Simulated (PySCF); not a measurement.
Input of a run (B3LYP/cc-pVDZ geometry optimisation, gas phase (PySCF 2.14.0)), started from GFN2-xTB:
```
{"job": {"xc": "B3LYP", "basis": "cc-pVDZ", "grid": 1, "kind": "geom"}, "charge": 0, "multiplicity": 1}
C     -1.810298     0.745760     1.448281
C     -0.761213    -0.004011     1.114517
C     -0.058977     0.135890    -0.133136
C      1.000443    -0.609408    -0.488740
C      1.684040    -0.437683    -1.759887
O      2.638094    -1.078692    -2.127906
H     -2.191224     1.507660     0.787849
H     -2.321683     0.624913     2.387296
H     -0.394140    -0.763777     1.791518
H     -0.425762     0.896497    -0.812368
H      1.390765    -1.376323     0.166713
H      1.251154     0.358487    -2.400165
```

Output (energies in Eh, forces in Eh/bohr):
```
step   0  E = -269.33427589  max force = 0.013224
step   1  E = -269.33591609  max force = 0.001349
step   2  E = -269.33591699  max force = 0.001300
step   3  E = -269.33591893  max force = 0.001025
step   4  E = -269.33592191  max force = 0.000687
step   5  E = -269.33592368  max force = 0.000247
optimisation converged
```

Task: Summarise the run.

Result: The energy falls by 4.3 kJ/mol over 6 energy and gradient evaluations, the largest force component goes from 0.0132 to 2.5e-04 Eh/bohr, and the atoms move by 0.028 Å rms after alignment. Among the bonds, C4–C5, C1–H7 and C1–H8 change most and about equally (+0.015 to +0.016 Å). Bonds longer at the end by more than 0.005 Å: 11 of 11; shorter: 0. The energy never rose by more than 1e-6 Eh on the way. The first step brought 100 % of the lowering.

Task: What are the final bond lengths?

Result: C1=C2 1.345 Å, C2–C3 1.452 Å, C3=C4 1.352 Å, C4–C5 1.468 Å, C5=O6 1.216 Å, C1–H7 1.094 Å, C1–H8 1.092 Å, C2–H9 1.095 Å, C3–H10 1.098 Å, C4–H11 1.095 Å, C5–H12 1.123 Å. Numbering counts from 1 in the input's order; the species is `C(/C=O)=C\C=C`.

The run used 114 basis functions and 39 SCF cycles in all. On Arm Neoverse V1, one thread, no GPU, shared host, this took 21 s wall and 0.50 GiB of memory at its peak.

Stationary, but not proved a minimum. One conformer, not necessarily the lowest.

Conformer computed: `[CH2:1]=[CH:2]/[CH:3]=[CH:4]/[CH:5]=[O:6]`: C1–C2–C3–C4 180°, C3–C4–C5–O6 180°.
